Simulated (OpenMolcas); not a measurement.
# One shape, several levels: NOF (nitrosyl fluoride)

We compute a comparison of 6 runs (HF/def2-TZVPP, B3LYP/def2-TZVPP, BLYP/def2-TZVPP, SVWN5/def2-TZVPP, r2SCAN/def2-TZVPP, MP2/def2-TZVPP) of NOF (nitrosyl fluoride). 

The results are computed with OpenMolcas 26.06.

### 1 The structure to begin with

The species is NOF (3 atoms), meant as a singlet with charge 0. SMILES: `O=NF`. The N2–F3 distance was set to 2.670 Å, away from the relaxed value. At this shape a bond of the SMILES string is far longer than usual.

Bond lengths: O1–N2 1.127 Å.

### 2 The energy at HF/def2-TZVPP (run 1)

The input, job.inp:

```
>>> EXPORT MOLCAS_PRINT=2

&GATEWAY
 BASLIB = $CurrDir
 COORD
 3
 angstrom
 O        1.801337      -0.334733       0.956393
 N        1.081917      -1.060243       0.481563
 F       -1.017290       0.239580      -0.534650
 BASIS = def2-TZVPP
 GROUP = NoSym

&SEWARD

&SCF
 THRESHOLDS = 1e-10 1e-07 1e-07 1e-05
 PRORBITALS = 1
```

The basis set def2-TZVPP is read from a file made from the Basis Set Exchange's data (not shown).

The run is started by

```console
$ export MOLCAS_MEM=1860
$ pymolcas job.inp > job.log
```

What it wrote:

```text
--- Start Module: gateway ---
[...]
--- Stop Module: gateway /rc=_RC_ALL_IS_WELL_ ---
--- Start Module: seward ---
[...]
      Basis functions           93
--- Stop Module: seward /rc=_RC_ALL_IS_WELL_ ---
[...]
--- Start Module: scf ---
[...]
       Convergence after  19 Iterations
[...]
::    Total SCF energy                               -228.5955032212
[...]
      Total spin, S                                     0.0000000000
[...]
      Total electronic charge=   24.000000
      Total            charge=   -0.000000
[...]
      Dipole Moment (debye):
      Origin of the operator (angstrom)=    0.5028   -0.3194    0.2425
                   X=  8.5674E+00               Y= -3.8300E+00               Z=  4.3068E+00           Total=  1.0326E+01
      Quadrupole Moment (debye*angstrom):
[...]
--- Stop Module: scf /rc=_RC_ALL_IS_WELL_ ---
[...]
```

Run time: 7.5 s. Hardware: 1 thread of Arm Neoverse V2, shared host; peak memory 0.51 GiB.

### 3 A single-point energy at B3LYP/def2-TZVPP (run 2)

The input, calc.input:

```
* FNO Kohn-Sham DFT
&gateway
baslib=$CurrDir
coord
3
angstrom
O        1.801337      -0.334733       0.956393
N        1.081917      -1.060243       0.481563
F       -1.017290       0.239580      -0.534650
basis=def2-TZVPP
group=NoSym
&seward
gridinput
Grid=UltraFine
End of Grid
&scf
ksdft=B3LYP
thresholds=1e-10 1e-07 1e-07 1e-05
prorbitals=0
```

The basis set def2-TZVPP is read from a file made from the Basis Set Exchange's data (not shown).

The run is started by

```console
$ export MOLCAS_MEM=1860
$ pymolcas calc.input > calc.log
```

What it wrote:

```text
--- Start Module: gateway ---
[...]
--- Stop Module: gateway /rc=_RC_ALL_IS_WELL_ ---
--- Start Module: seward ---
[...]
      Basis functions           93
--- Stop Module: seward /rc=_RC_ALL_IS_WELL_ ---
[...]
--- Start Module: scf ---
[...]
       Convergence after  25 Iterations
[...]
::    Total KS-DFT energy                            -229.7283177295
[...]
      Total spin, S                                     0.0000000000
[...]
      Total electronic charge=   24.000000
      Total            charge=   -0.000000
[...]
      Dipole Moment (debye):
      Origin of the operator (angstrom)=    0.5028   -0.3194    0.2425
                   X=  5.4858E+00               Y= -2.1767E+00               Z=  2.7875E+00           Total=  6.5270E+00
      Quadrupole Moment (debye*angstrom):
[...]
--- Stop Module: scf /rc=_RC_ALL_IS_WELL_ ---
[...]
```

Run time: 22 s. Hardware: 1 thread of Arm Neoverse V2, shared host; peak memory 0.51 GiB.

Runs 3 to 5 aren't shown in full; the table further down has their settings and results.

### 4 The energy at MP2/def2-TZVPP (run 6)

The input, mol.inp:

```
&GATEWAY
  BasLib
  $CurrDir
  Coord
  3
  angstrom
  O        1.801337      -0.334733       0.956393
  N        1.081917      -1.060243       0.481563
  F       -1.017290       0.239580      -0.534650
  Basis
  def2-TZVPP
  Group
  NoSym

&SEWARD

&SCF
  Thresholds
  1e-10 1e-07 1e-07 1e-05
  PrOrbitals
  1 2

&MBPT2
  Frozen
  3
```

The basis set def2-TZVPP is read from a file made from the Basis Set Exchange's data (not shown).

The run is started by

```console
$ export MOLCAS_MEM=1860
$ pymolcas mol.inp > mol.log
```

What it wrote:

```text
--- Start Module: gateway ---
[...]
--- Stop Module: gateway /rc=_RC_ALL_IS_WELL_ ---
[...]
      Basis functions           93
[...]
--- Start Module: scf ---
[...]
       Convergence after  19 Iterations
[...]
::    Total SCF energy                               -228.5955032212
[...]
      Total spin, S                                     0.0000000000
[...]
      Total electronic charge=   24.000000
      Total            charge=   -0.000000
[...]
      Dipole Moment (debye):
      Origin of the operator (angstrom)=    0.5028   -0.3194    0.2425
                   X=  8.5674E+00               Y= -3.8300E+00               Z=  4.3068E+00           Total=  1.0326E+01
      Quadrupole Moment (debye*angstrom):
[...]
--- Stop Module: scf /rc=_RC_ALL_IS_WELL_ ---
[...]
--- Start Module: mbpt2 ---
[...]
WARNING!
Default frozen orbitals as non valence orbitals is overwritten by user input.
Default values:   3
[...]
       Reference weight ( Cref**2 )         =        0.82270
::    Total MBPT2 energy                             -229.3173081811
[...]
      Total MBPT2 calculations                           0.26      0.28
--- Stop Module: mbpt2 /rc=_RC_ALL_IS_WELL_ ---
[...]
```

It took 7.5 s on 1 thread of Arm Neoverse V2, shared host; peak memory 0.51 GiB.

### 5 Overview of the runs

```tsv
run	level	integration grid	frozen core orbitals	energy (Eh)	dipole moment (D) of the reference	HOMO energy (eV)	LUMO energy (eV)	wall time
1	HF/def2-TZVPP	–	–	-228.595503	10.33	-10.29	-2.45	7.5 s
2	B3LYP/def2-TZVPP	UltraFine	–	-229.728318	6.53	-7.95	-5.95	22 s
3	BLYP/def2-TZVPP	UltraFine	–	-229.748455	5.68	-6.55	-6.36	78 s
4	SVWN5/def2-TZVPP	UltraFine	–	-228.149160	5.69	-6.82	-6.68	19 s
5	r2SCAN/def2-TZVPP	UltraFine	–	-229.633586	6.11	-6.85	-6.51	89 s
6	MP2/def2-TZVPP	–	3	-229.317308	10.33	-10.29	-2.45	7.5 s
```

### 6 What came out

| quantity | value |
| --- | --- |
| run 6: total energy | -229.31731 Eh |
| run 6: dipole moment (mean-field density) | 10.33 D |
| run 6: HOMO energy (Hartree–Fock orbitals) | -10.29 eV |
| run 6: LUMO energy (Hartree–Fock orbitals) | -2.45 eV |
| run 6: HOMO–LUMO gap (Hartree–Fock orbitals) | 7.84 eV |
| run 6: correlation energy (3 core orbitals frozen) | -721.8 mEh |

**Reading.** Over runs 1, 2, 3, 4, 5 the dipole moment (its size) runs from 5.68 D (BLYP/def2-TZVPP) to 10.33 D (HF/def2-TZVPP). Over runs 1, 2, 3, 4, 5 the HOMO–LUMO gap runs from 0.13 eV (SVWN5/def2-TZVPP) to 7.84 eV (HF/def2-TZVPP). Exact exchange widens orbital gaps. Totals of different functionals can't be ranked against each other. In runs 1, 2, 3, 4, 5, 6 a closed-shell determinant meets a far-stretched bond, which it describes badly. All runs together took 3.7 min, the longest 89 s.
